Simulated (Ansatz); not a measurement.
The input, for Ansatz 0.2.0:

```yaml
crystal:
  periodic: [false, false, false]
  atoms:
    - {symbol: Si, position_ang: [-1.584866, -0.010911, 0.003926]}
    - {symbol: Br, position_ang: [0.634735, 0.004370, -0.001572]}
    - {symbol: H, position_ang: [-2.062066, 1.390643, 0.006932]}
    - {symbol: H, position_ang: [-2.044541, -0.718097, 1.220754]}
    - {symbol: H, position_ang: [-2.050590, -0.714937, -1.212434]}
basis:
  gaussian: {orbitals: def2-SVP}
correlation: {method: fic_mrcisd_q, electrons: outside_noble_gas, active_space: {window: {electrons: 2, orbitals: 2}, places: [1, 2]}}
scf: {lower_state_search: off}
```

```sh
$ ansatz run in.yaml --threads 1 --pin off --events-out ev --progress --plain --max-ram 2393MiB
```

Question: What does the program do with this input?

Answer: Refused. The input was made wrong on purpose (two definitions of the active space), so the run isn't a sound calculation of what was asked.
```
Error: invalid value for `correlation.active_space`: name one of window, places and ras
```
